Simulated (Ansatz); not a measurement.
```yaml
crystal:
  periodic: [false, false, false]
  atoms:
    - {symbol: O, position_ang: [0.000000, 0.000000, -1.240182]}
    - {symbol: B, position_ang: [0.000000, 0.000000, 0.000000]}
    - {symbol: O, position_ang: [0.000000, 0.000000, 1.240182]}
basis:
  gaussian: {orbitals: def2-TZVP}
magnetization: {spin_polarized: true, initial_magnetization: 1}
hamiltonian: {xc: pbe0}
relax: {f_tol: 0.004, max_steps: 80}
```

```sh
$ ansatz run in.yaml --threads 1 --pin off --events-out ev --progress --plain --max-ram 2176MiB
```

Steps of the relaxation (energy above the last step; positions in Å, forces in eV/Å):

```
3
step 1, 27.7 meV
O     0.000    0.000   -1.240    0.000    0.000   -1.459
B     0.000    0.000    0.000    0.000    0.000    0.000
O     0.000    0.000    1.240    0.000    0.000    1.459
```

```
3
step 2, 1.3 meV
O     0.000    0.000   -1.255    0.000    0.000   -0.305
B     0.000    0.000    0.000    0.000    0.000    0.000
O     0.000    0.000    1.255    0.000    0.000    0.305
```

```
3
step 3, 0.0 meV
O     0.000    0.000   -1.259    0.000    0.000   -0.011
B     0.000    0.000    0.000    0.000    0.000    0.000
O     0.000    0.000    1.259    0.000    0.000    0.011
```

```
3
step 4, 0.0 meV
O     0.000    0.000   -1.260    0.000    0.000    0.000
B     0.000    0.000    0.000    0.000    0.000    0.000
O     0.000    0.000    1.260    0.000    0.000    0.000
```

Close pairs at the end: B2–O3 1.260 Å, O1–B2 1.260 Å.

A stationary point of unrestricted PBE0 after 4 steps, with ⟨S²⟩ = 0.781 against 0.75 for a pure state; no frequencies were run, so it isn't proven a minimum. 4.9 s on 1 thread of Intel Xeon 6975P-C, shared host.
